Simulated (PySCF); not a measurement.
Numbering as in the mapped SMILES `[CH3:1][CH:2]([CH3:3])[F:4]` (H(Xn): hydrogen on atom n).

GIAO shifts from PySCF 2.14 on PBE0-D3(BJ)/def2-SVP geometries (one conformer, non-relativistic, equivalent nuclei averaged), against TMS at the same level and in the same medium; PCM means IEF-PCM chloroform.

Measured (solution, not stated per compound (mostly CDCl3 or CCl4); Pretsch, Buehlmann, Badertscher, Structure Determination of Organic Compounds, 4th ed. (2009)): C2 87.3, C1/C3 22.6, H(C2) 4.84, H(C1)/H(C3) 1.34 ppm.

Which unscaled values do KT3/pcSseg-2, gas; PBE0/pcSseg-1, PCM; WP04/pcSseg-1, PCM; wB97X-D/pcSseg-1, PCM give, and how close are they?

Results:


| atoms | measured | KT3/pcSseg-2, gas | PBE0/pcSseg-1, PCM | WP04/pcSseg-1, PCM | wB97X-D/pcSseg-1, PCM |
| --- | --- | --- | --- | --- | --- |
| C2 | 87.3 | 90.4 | 88.0 | 92.2 | 87.8 |
| C1/C3 | 22.6 | 24.5 | 24.5 | 24.9 | 24.8 |
| H(C2) | 4.84 | 4.81 | 4.71 | 4.58 | 4.65 |
| H(C1)/H(C3) | 1.34 | 1.20 | 1.30 | 1.32 | 1.31 |

Mean absolute error for 13C: KT3/pcSseg-2, gas 2.5, PBE0/pcSseg-1, PCM 1.3, WP04/pcSseg-1, PCM 3.6, wB97X-D/pcSseg-1, PCM 1.3 ppm.

Mean absolute error for 1H: KT3/pcSseg-2, gas 0.09, PBE0/pcSseg-1, PCM 0.08, WP04/pcSseg-1, PCM 0.14, wB97X-D/pcSseg-1, PCM 0.11 ppm.
